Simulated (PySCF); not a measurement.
Compound: C5H3N.
SMILES with atom numbers: `[CH2:1]=[C:2]1[CH:3]=[C:4]1[C:5]#[N:6]` (hydrogens: H7, H8 on C1; H9 on C3)

Computed, not measured: EOM-IP-CCSD/aug-cc-pVDZ in PySCF, restricted Hartree–Fock reference, 6 core orbitals frozen, non-relativistic, gas phase, PBE0-D3(BJ)/def2-SVP geometry.

The vertical ionisation energies are 8.88, 11.67, 12.84, 12.86, 13.54, 14.64, 14.75, 15.30 eV.

Which Hartree–Fock orbital leads each hole, and what is its Koopmans value −ε?

| leading hole (HF orbital) | Koopmans (eV) | EOM-IP-CCSD (eV) | change (eV) | one-hole share |
| --- | --- | --- | --- | --- |
| HOMO | 8.84 | 8.88 | +0.04 | 0.96 |
| HOMO-1 | 12.51 | 11.67 | -0.84 | 0.95 |
| HOMO-2 | 13.25 | 12.84 | -0.41 | 0.93 |
| HOMO-3 | 13.84 | 12.86 | -0.98 | 0.94 |
| HOMO-6 | 16.19 | 13.54 | -2.65 | 0.91 |
| HOMO-5 | 15.88 | 14.64 | -1.24 | 0.94 |
| HOMO-4 | 15.68 | 14.75 | -0.93 | 0.91 |
| HOMO-7 | 16.83 | 15.30 | -1.53 | 0.93 |

Does the order of the lines follow the orbital energies?

No: the HOMO-6 hole (13.54 eV) falls below the HOMO-5 hole (14.64 eV); the HOMO-6 hole (13.54 eV) falls below the HOMO-4 hole (14.75 eV); the HOMO-5 hole (14.64 eV) falls below the HOMO-4 hole (14.75 eV). The corrections run from -2.65 to +0.04 eV, with a mean of -1.07 eV over the 8 lines; EOM-IP-CCSD lies above the Koopmans value for HOMO.

At what kinetic energies would He I light (21.22 eV) eject these electrons?

12.34 eV (HOMO), 9.55 eV (HOMO-1), 8.38 eV (HOMO-2), 8.36 eV (HOMO-3), 7.68 eV (HOMO-6), 6.58 eV (HOMO-5), 6.47 eV (HOMO-4), 5.92 eV (HOMO-7).

Lines less than 0.15 eV apart could change places at a higher level. One root was sought for each valence orbital with −ε under 21 eV, eight at most, so deeper holes and satellites are missing; no vibrational structure.
